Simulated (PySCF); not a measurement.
## Shifts of the heteroatoms

Atom-mapped SMILES (the numbers label the heavy atoms): `[CH3:1][C:2]([F:3])([F:4])[C:5]#[N:6]`. Hydrogens are named by the atom that carries them.

Level of theory: geometry: PBE0-D3(BJ)/def2-TZVP, shielding tensors at B97-2/pcSseg-2 (GIAO), in PySCF 2.14.0 with density-fitted response routines (non-relativistic, fast rotation and ring inversion assumed for equivalent nuclei, no solvent model, one conformer).

Task: Predict the 19F NMR data.

Result: 
| atoms | environment | σ (ppm) | δ (ppm) |
| --- | --- | --- | --- |
| F3/F4 | fluorine of a CF2 group | 275.7 | -88.7 |

Shieldings were converted by a linear fit to measured shifts: 19F (scatter 4.2 ppm rms, 5.7 ppm with the 8 outliers that the fit left out vs CFCl3, solution or neat liquid, with a term for F on sp3 carbon). Occasional misses reach two or three times the rms, and more in compound classes unlike the fitted ones.

On a 300 MHz spectrometer 19F resonates near 282.3 MHz, so 1 ppm is 282.3 Hz.

Task: Where does 15N resonate?

Result: 
```
atoms       environment  σ (ppm)  δ (ppm)
   N6  nitrile nitrogen    -37.8   -114.9
```

Shieldings were converted by a linear fit to measured shifts: 15N: δ = -149.73 − 0.920σ (rms 6.4 ppm, 44 shifts vs CH3NO2, solution or neat liquid). A few per cent of atoms miss by over 2 rms, more outside the fitted compound classes.

On a 400 MHz spectrometer 15N resonates near 40.5 MHz, so 1 ppm is 40.5 Hz.
